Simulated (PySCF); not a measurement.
## NaCl⁺ from Hartree–Fock to correlated methods

State: ²Π (doublet), unpaired electrons π ↑. Set-up: Na def2-SVP, Cl def2-SVP; no relativity (PySCF 2.14). De refers to Na⁺ + Cl in their high-spin ground configurations, without counterpoise correction. The functionals are run spin-unrestricted. A positive dipole points towards Cl; it is taken about the centre of mass and depends on that origin.

```
      Level  Re (Å)  ωe (cm⁻¹)  De (eV)  μ (D)
        UHF   2.874        142    0.351  -7.35
    UHF-MP2   2.848        153    0.405    n/a
UHF-SCS-MP2   2.850        152    0.403    n/a
   UHF-CCSD   2.846        154    0.409    n/a
UHF-CCSD(T)   2.844        154    0.415    n/a
        PBE   2.812        156    0.469  -6.88
       BLYP   2.814        157    0.496  -6.81
       BP86   2.860        142    0.398  -7.09
     r²SCAN   2.827        151    0.397  -7.10
       PBE0   2.812        154    0.420  -7.00
  BHandHLYP   2.783        162    0.440  -6.93
      ωB97X   2.844        146    0.386  -7.18
```

**Question.** Which functional lies closest to UHF-CCSD(T) in De, which farthest, and by how much do they differ from it?

**Answer.** Closest is PBE0 (-3.2 pm in Re, +0.0 % in ωe, +0.01 eV in De against UHF-CCSD(T) in the same basis), farthest BLYP (-3.0 pm in Re, +1.9 % in ωe, +0.08 eV in De). CCSD(T) converges more slowly with the basis than the functionals do and binds too weakly in this one, so the order can change at the basis-set limit.

**Question.** What does the step from GGA to meta-GGA do here, going from PBE to r²SCAN?

**Answer.** r²SCAN less PBE: +1.5 pm in Re, -3.2 % in ωe, -0.07 eV in De. 

**Question.** What does the triples do here, going from UHF-CCSD to UHF-CCSD(T)?

**Answer.** UHF-CCSD(T) less UHF-CCSD: -0.2 pm in Re, +0.0 % in ωe, +0.01 eV in De. Correlation nearly always deepens the well. The bond shortens, as in weak, metallic or heavy-atom bonds, where dispersion and the correlation of outer-core electrons pull the atoms together.

Correlated steps freeze 6 core orbitals. Correlated levels converge slowly with the basis: in double zeta they bind strong bonds too weakly, by up to about 1 eV, and carry superposition errors of some tenths. For an ion De counts to the pair picked by the measured ionisation energies or electron affinities, which need not be the lowest pair at this level. The state is the lowest determinant that a PBE0 search found; another state may lie lower at other levels.

The whole job (state search and all levels along the bond) took about 0.64 min on 1 thread of Arm Neoverse V1 (shared host), peak memory 0.38 GiB.
